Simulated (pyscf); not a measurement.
`[CH]=[CH][SiH3]` [doublet] -> `[SiH3]` [doublet] + `[CH]#[CH]`, a bond scission (doublet surface; C–Si broken, none formed). Optimised with ωB97X-D3(BJ)/def2-SVP in PySCF. Correlated levels are frozen-core, on RHF or UHF. ΔMP2 is the change of the MP2 total energy from the triple- to the quadruple-zeta basis. Energies in kcal/mol from the reactant's lowest minimum found.

AM1 to PM7: differences of heats of formation from MOPAC, which are fitted to 298 K values and so differ in kind from electronic energies by zero-point and thermal terms. Open shells are spin-unrestricted. 

Q: Quick PM6 single points give ΔE‡ = 44.8 kcal/mol and ΔE = +50.4 kcal/mol. What does CCSD(T)/def2-TZVPP + ΔMP2(QZVPP) give, and how far is the quick result from it?

A: CCSD(T)/def2-TZVPP + ΔMP2(QZVPP) gives ΔE‡ = 30.2 kcal/mol and ΔE = +25.3 kcal/mol. PM6 lies 14.7 kcal/mol over it in the barrier and 25.1 kcal/mol over it in the reaction energy, so on this step it does not hold to within 3.0 kcal/mol. At PM6 this geometry lies under one side, so its ΔE‡ may be no barrier of that level. CCSD(T)/def2-TZVPP + ΔMP2(QZVPP) has limits of its own. On the reactant side the descent ends in a point that may be a rotor saddle (no frequency run), 1.3 kcal/mol over the lowest minimum found and 31.6 kcal/mol under the saddle at ωB97X-D3(BJ)/def2-TZVP. At ωB97X-D3(BJ)/def2-TZVP the barrier from the zero used here is 32.9 kcal/mol. •HC=CH–SiH₃ lies 19.5 kcal/mol over its isomer H₂C=CH–SiH₂• (electronic energy, ωB97M-D3(BJ)/def2-TZVP). This is the saddle that the search found; another between the same sides may lie lower. The CCSD(T) − MP2 part came from Ansatz, without density fitting, on the same reference. A UHF reference is spin-contaminated (<S²> up to 0.95), which harms MP2 most.
